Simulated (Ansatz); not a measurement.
Rock-salt HfC, treated with PBE in Ansatz (PAW).

Numerical settings: plane-wave cutoff 520 eV, 16×16×16 k mesh, Fermi–Dirac smearing 0.1 eV, perturbation theory, force constants from a 4×4×4 q mesh, scalar-relativistic PAW data made under PBE.

Computed at the level's own relaxed cell.

```cif
data_C4Hf4
_chemical_formula_sum 'Hf4 C4'
_space_group_name_H-M_alt 'Fm-3m'
_space_group_IT_number 225
_space_group_name_Hall '-F 4 2 3'
_cell_length_a 4.65115
_cell_length_b 4.65115
_cell_length_c 4.65115
_cell_angle_alpha 90.000
_cell_angle_beta 90.000
_cell_angle_gamma 90.000
loop_
_atom_site_label
_atom_site_type_symbol
_atom_site_symmetry_multiplicity
_atom_site_Wyckoff_symbol
_atom_site_fract_x
_atom_site_fract_y
_atom_site_fract_z
_atom_site_occupancy
Hf1 Hf 4 a 0.00000 0.00000 0.00000 1
C1 C 4 b 0.50000 0.50000 0.50000 1
```
(The calculation used a cell of 2 atoms; values per cell refer to that cell.)

Harmonic phonon frequencies (cm⁻¹; i marks an imaginary mode):

```json
[
 {"q point": "Γ", "frequencies": "0 0 0 429 429 429"}
]
```

Ansatz is a program for electronic structure.
